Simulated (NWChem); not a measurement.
Molecule: SiH₄; SMILES [SiH4]

All runs: NWChem. Pople sets run with spherical d functions. Coordinates come from a PBE0-D3(BJ)/def2-TZVP optimisation. Static field.

Task: Taking Hartree-Fock/aug-cc-pVTZ as the yardstick, which of these has the fewest basis functions while keeping “isotropic polarisability (bohr³)” within 2 % of it: Hartree-Fock/def2-SVP; Hartree-Fock/6-31+G*; Hartree-Fock/def2-SVPD; Hartree-Fock/Sadlej pVTZ; Hartree-Fock/6-31G*; Hartree-Fock/def2-TZVPD; Hartree-Fock/aug-cc-pVDZ; Hartree-Fock/def2-TZVP?

Result: Hartree-Fock/def2-SVPD (a larger set in the list lies outside the tolerance).
```csv
level,basis functions,isotropic polarisability (bohr³)
Hartree-Fock/6-31G*,26,21.0
Hartree-Fock/6-31+G*,30,22.7
Hartree-Fock/def2-SVP,38,24.7
Hartree-Fock/def2-SVPD,56,29.6
Hartree-Fock/def2-TZVP,61,27.3
Hartree-Fock/aug-cc-pVDZ,63,30.1
Hartree-Fock/Sadlej pVTZ,68,30.1
Hartree-Fock/def2-TZVPD,79,29.7
Hartree-Fock/aug-cc-pVTZ,142,29.9
```

The yardstick is one finite set, not the basis-set limit.
